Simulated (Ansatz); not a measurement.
C2H7N, SMILES `CCN` (charge 0, multiplicity 1).

Level of theory: PBE/cc-pVTZ // PBE0-D3(BJ)/def2-TZVP (Ansatz, a quantum-chemistry and plane-wave program).

Ansatz 0.2 input:
```yaml
crystal:
  periodic: [false, false, false]
  atoms:
    - { symbol: C, position_ang: [1.012507, 0.345028, 0.078641] }
    - { symbol: C, position_ang: [-0.269749, -0.147517, -0.574779] }
    - { symbol: N, position_ang: [-1.373676, -0.424289, 0.329757] }
    - { symbol: H, position_ang: [1.794524, 0.530926, -0.663392] }
    - { symbol: H, position_ang: [1.395489, -0.39144, 0.79125] }
    - { symbol: H, position_ang: [0.839707, 1.277729, 0.62369] }
    - { symbol: H, position_ang: [-0.615382, 0.588454, -1.307587] }
    - { symbol: H, position_ang: [-0.066078, -1.06126, -1.14198] }
    - { symbol: H, position_ang: [-1.614043, 0.408137, 0.855208] }
    - { symbol: H, position_ang: [-1.103299, -1.125772, 1.00919] }
basis:
  gaussian: { orbitals: cc-pVTZ }
hamiltonian:
  xc: pbe
```

Output:

```
Functional definition: PBE
923 factors; their error is unknown
mean field evaluation 1: about -3661.3921 eV, gradient 7.8e1 eV
mean field evaluation 2: about -3630.4537 eV, gradient 1.3e2 eV
mean field evaluation 4: about -3674.1960 eV, gradient 1.3e1 eV
mean field evaluation 8: about -3674.5345 eV, gradient 2.3e-1 eV
mean field evaluation 16: about -3674.5133 eV, gradient 4.2e-5 eV
mean field -3674.51333545 eV, -135.0358744032 hartree, gradient 4.2e-5 eV, S^2 0.000000; 0 other end points of the search recorded, 0 dependent functions left out
reference -3674.51337146 eV, -135.0358757267 hartree; 13, 13 occupied and 175, 175 virtual orbitals, 923 factors
Total energy: -3674.51337146 eV, -135.0358757267 hartree
```
